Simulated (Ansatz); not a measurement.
PH, triplet in aug-cc-pVTZ: errors against UCCSDT(Q)

Geometry: that of the PH, singlet, kept fixed.

```xyz
2

P     0.0000    0.0000    0.0000
H     0.0000    0.0000    1.4274
```

Basis aug-cc-pVTZ; Ansatz 0.2.0. Correlated methods freeze the noble-gas cores, which leaves 6 electrons in 68 orbitals. Prefix R: restricted or restricted open-shell reference; prefix U: unrestricted. Active spaces: valence = (6e, 5o) chosen from the atoms' valence shells.

Full CI isn't at hand for all of this; UCCSDT(Q) serves as the reference, and is uncertain by about the last step of the cluster series. The frozen core follows each run's orbitals, which can shift R against U totals by a few meV.

* UHF ⟨S²⟩: 2.028
* T1 diagnostic (RCCSD): 0.0211
* largest doubles amplitude (RCCSD): 0.045
* T1 diagnostic (UCCSD): 0.0180

```json
{"level": "RHF", "E − E(UCCSDT(Q)) (kJ/mol)": "380.8", "share of correlation (%)": "0.00", "wall time": "–"}
{"level": "UHF", "E − E(UCCSDT(Q)) (kJ/mol)": "361.8", "share of correlation (%)": "4.99", "wall time": "–"}
{"level": "RMP2", "E − E(UCCSDT(Q)) (kJ/mol)": "73.7", "share of correlation (%)": "80.64", "wall time": "–"}
{"level": "UMP2", "E − E(UCCSDT(Q)) (kJ/mol)": "78.0", "share of correlation (%)": "79.52", "wall time": "–"}
{"level": "RCCSD", "E − E(UCCSDT(Q)) (kJ/mol)": "16.1", "share of correlation (%)": "95.78", "wall time": "–"}
{"level": "UCCSD", "E − E(UCCSDT(Q)) (kJ/mol)": "15.3", "share of correlation (%)": "95.97", "wall time": "–"}
{"level": "RCCSD(T)", "E − E(UCCSDT(Q)) (kJ/mol)": "2.9", "share of correlation (%)": "99.24", "wall time": "7.5 s"}
{"level": "UCCSD(T)", "E − E(UCCSDT(Q)) (kJ/mol)": "2.8", "share of correlation (%)": "99.26", "wall time": "7 s"}
{"level": "BCCD(T)", "E − E(UCCSDT(Q)) (kJ/mol)": "2.9", "share of correlation (%)": "99.23", "wall time": "2.3 s"}
{"level": "RCCSDT", "E − E(UCCSDT(Q)) (kJ/mol)": "0.5", "share of correlation (%)": "99.86", "wall time": "–"}
{"level": "UCCSDT", "E − E(UCCSDT(Q)) (kJ/mol)": "0.4", "share of correlation (%)": "99.90", "wall time": "–"}
{"level": "RCCSDT(Q)", "E − E(UCCSDT(Q)) (kJ/mol)": "0.1", "share of correlation (%)": "99.96", "wall time": "2.2 s (H100)"}
{"level": "CASSCF (valence space)", "E − E(UCCSDT(Q)) (kJ/mol)": "327.3", "share of correlation (%)": "14.04", "wall time": "–"}
{"level": "NEVPT2 (valence space)", "E − E(UCCSDT(Q)) (kJ/mol)": "76.2", "share of correlation (%)": "79.97", "wall time": "1.6 s"}
{"level": "MRCISD (valence space)", "E − E(UCCSDT(Q)) (kJ/mol)": "21.3", "share of correlation (%)": "94.40", "wall time": "–"}
{"level": "MRCISD+Q (valence space)", "E − E(UCCSDT(Q)) (kJ/mol)": "1.2", "share of correlation (%)": "99.68", "wall time": "1.5 s (H100)"}
```

The correlation energy at UCCSDT(Q), counted from RHF, is -3.946 eV. That run took 2.1 s on 5 threads of AMD EPYC 7R13 with a whole H100 80 GB, shared host.

Times hold each run's SCF and search for its determinant on a shared host, so for small cases they say little of a method's own cost; rows without a card ran on 1 thread of AMD EPYC 7R13.

Natural occupations of CASSCF (valence space) about the gap: 1.989 1.977 1.000 1.000 0.034; effectively unpaired electrons, Σ n²(2−n)², 2.01.
